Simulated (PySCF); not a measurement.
# C5H12O: the cost of one run

Programs: PySCF 2.14.0, with density-fitted response routines of our own. Each step states its level of theory. These are calculated values for one molecule in the gas phase, unless marked as measured. Atoms are numbered from 0 throughout.

**1. The molecule as given**

18 atoms, charge 0, multiplicity 1; geometry from: MMFF94s.

Bonds of the start (Å): C0–C1 1.52, C1–C2 1.53, C2–C3 1.53, C3–C4 1.52, C4–O5 1.42, C0–H6 1.09, C0–H7 1.09, C0–H8 1.09, C1–H9 1.10, C1–H10 1.10, C2–H11 1.10, C2–H12 1.10, C3–H13 1.10, C3–H14 1.10, C4–H15 1.09, C4–H16 1.09, O5–H17 0.97.

**2. Relaxing the molecule at PBE0-D3(BJ)/def2-SVP**

What the job is given:

```
{"job": {"xc": "PBE0", "basis": "def2-SVP", "d3": "d3bj", "grid": 1, "kind": "geom"}, "charge": 0, "multiplicity": 1}
C      2.729297     0.159196     0.412805
C      1.412595     0.621564    -0.190565
C      0.257557    -0.291927     0.218646
C     -1.062929     0.175687    -0.389371
C     -2.218971    -0.730083     0.014170
O     -3.423003    -0.271360    -0.585798
H      2.978791    -0.853649     0.080785
H      2.681664     0.160664     1.506452
H      3.541271     0.826478     0.107279
H      1.208856     1.648317     0.134997
H      1.504303     0.639576    -1.282806
H      0.172628    -0.309622     1.312051
H      0.468331    -1.318335    -0.105569
H     -0.989253     0.203515    -1.483684
H     -1.280097     1.204806    -0.077155
H     -2.045179    -1.757019    -0.321884
H     -2.355413    -0.742801     1.100317
H     -3.580448     0.634991    -0.270664
```

Started as:

```bash
$ OMP_NUM_THREADS=1 python probes_run.py task.json out
```

One launch serves the whole session: the jobs run in the order shown.

**Question.** How long does this first job take on 1 thread of Arm Neoverse N1, shared host, and how much memory does it need?

About 88 s, with a peak of 0.55 GiB.
